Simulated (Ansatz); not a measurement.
Process, species as SMILES: CCl (CH3-Cl) → CH3Cl+ (doublet, bonded as CCl) + e-
B3LYP-D3(BJ)/def2-TZVP geometries, fixed; electronic energies without zero-point terms.
Largest species:
```
C
H 1 1.0858
H 1 1.0858 2 110.57
H 1 1.0858 2 110.57 3 -122.80
Cl 1 1.7944 2 108.35 3 118.60
```
Charge 0, spin multiplicity 1.

How fast the adiabatic ionisation energy converges with the basis for several methods (Ansatz, a quantum-chemistry and plane-wave program): deviation from each method's own reference, in eV. References: B2PLYP 11.243 eV, the value in pcseg-4; B3LYP 11.198 eV, the value in pcseg-4; CCSD(T) 11.437 eV, Hartree-Fock in cc-pV(Q+d)Z plus the correlation part extrapolated as X^-3 from cc-pV(T+d)Z and cc-pV(Q+d)Z; HF 10.284 eV, the value in aug-pcseg-3; MP2 11.572 eV, Hartree-Fock in aug-cc-pV(Q+d)Z plus the correlation part extrapolated as X^-3 from aug-cc-pV(T+d)Z and aug-cc-pV(Q+d)Z; PBE 10.994 eV, the value in pcseg-4. Cartesian d functions, on some or all atoms, in 6-31G*; all else is spherical. In correlated methods cores are frozen. Open shells are unrestricted. No added dispersion term, no relativity. 

```csv
basis,functions,B2PLYP,B3LYP,CCSD(T),HF,MP2,PBE
3-21G,28,0.080,(withheld),-0.345,0.486,-0.428,0.246
6-31G*,40,-0.126,(withheld),-0.542,0.146,-0.532,0.010
pcseg-1,47,-0.003,(withheld),-0.347,0.182,-0.326,0.103
aug-pcseg-1,77,-0.008,(withheld),-0.286,0.107,-0.271,0.074
aug-cc-pV(D+d)Z,82,-0.039,(withheld),-0.278,0.070,-0.258,0.022
def2-TZVP,86,-0.061,(withheld),-0.237,0.005,-0.222,-0.021
cc-pV(T+d)Z,111,-0.052,(withheld),-0.218,0.005,-0.204,-0.016
"6-311++G(3df,3pd)",140,-0.026,(withheld),-0.190,0.018,-0.181,0.011
```

Complete the blanks.


- 3-21G, B3LYP: 0.250
- 6-31G*, B3LYP: 0.014
- pcseg-1, B3LYP: 0.103
- aug-pcseg-1, B3LYP: 0.072
- aug-cc-pV(D+d)Z, B3LYP: 0.022
- def2-TZVP, B3LYP: -0.016
- cc-pV(T+d)Z, B3LYP: -0.011
- 6-311++G(3df,3pd), B3LYP: 0.012

Mean absolute deviation over def2-TZVP, cc-pV(T+d)Z, 6-311++G(3df,3pd): HF 0.010, B3LYP 0.013, PBE 0.016, B2PLYP 0.046, MP2 0.203, CCSD(T) 0.215 eV.
